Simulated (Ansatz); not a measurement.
# AlPH4 (singlet): wave-function methods side by side, cc-pVDZ

The task here is to estimate one member of a computed series from the others.

Method: cc-pVDZ, core rule «outside noble gas», up to 10 orbitals frozen; program: Ansatz 0.2.0, Gaussian basis.

The runs, in order: UHF; CCSD(T) on RHF; BCCD(T) on RHF; CISD; CCSDT(Q) on RHF; CCSDTQ on RHF.

6 further runs of the same task are left out: 3 for a known fault of the program, 3 set aside as unsound or not needed.

**What is computed**

The geometry is a PBE0/def2-TZVP stationary point (not a proven minimum).

6 atoms, charge 0, spin multiplicity 1.

Atoms are counted from 1 here; the program's logs count them from 0.

Bond lengths: Al1–P2 2.322 Å, Al1–H3 1.586 Å, Al1–H4 1.586 Å, P2–H5 1.420 Å, P2–H6 1.420 Å. Angles: P2–Al1–H3 119.4°, P2–Al1–H4 119.4°, H3–Al1–H4 120.9°, Al1–P2–H5 94.0°, Al1–P2–H6 94.0°, H5–P2–H6 95.1°.

As a file:

```
Al   -0.0378    0.0000    1.2136
P     0.0900    0.0000   -1.1052
H    -0.0211   -1.3802    1.9955
H    -0.0211    1.3802    1.9955
H    -0.8560   -1.0483   -1.2577
H    -0.8560    1.0483   -1.2577
```

Set-up of the first run:

File in.yaml:

```yaml
crystal:
  periodic: [false, false, false]
  atoms:
    - {symbol: Al, position_ang: [-0.037782, 0.000000, 1.213636]}
    - {symbol: P, position_ang: [0.089997, 0.000000, -1.105232]}
    - {symbol: H, position_ang: [-0.021055, -1.380168, 1.995550]}
    - {symbol: H, position_ang: [-0.021055, 1.380168, 1.995550]}
    - {symbol: H, position_ang: [-0.856043, -1.048281, -1.257693]}
    - {symbol: H, position_ang: [-0.856043, 1.048281, -1.257693]}
basis:
  gaussian: {orbitals: cc-pVDZ}
magnetization: {spin_polarized: true, initial_magnetization: 0}
hamiltonian: {xc: hf}
output: {orbitals: {seedname: orbitals}}
```

Run with:

```console
$ ansatz run in.yaml --threads 1 --pin off --events-out ev --progress --plain --max-ram 2816MiB --backend cpu
```

Among the steps run: UHF; CCSD(T) on RHF; BCCD(T) on RHF; CISD; CCSDT(Q) on RHF; CCSDTQ on RHF.

One of the session's tables, all rows but one given; the rest of the session is left out.

| method | from RCCSDTQ (meV) |
| --- | --- |
| RHF | +6596.8 |
| RMP2 | +1309.7 |
| CISD | ? |
| RCCSD | +200.0 |
| RCCSD(T) | +37.1 |
| BCCD(T) | +36.3 |
| RCCSDT | +10.2 |
| RCCSDT(Q) | +0.7 |
| RCCSDTQ | 0 |

**Question.** Estimate the row for CISD.

**Answer.** from RCCSDTQ (meV): +761.4. In the column «from RCCSDTQ (meV)» it lies between RCCSD (+200.0) and RMP2 (+1309.7).
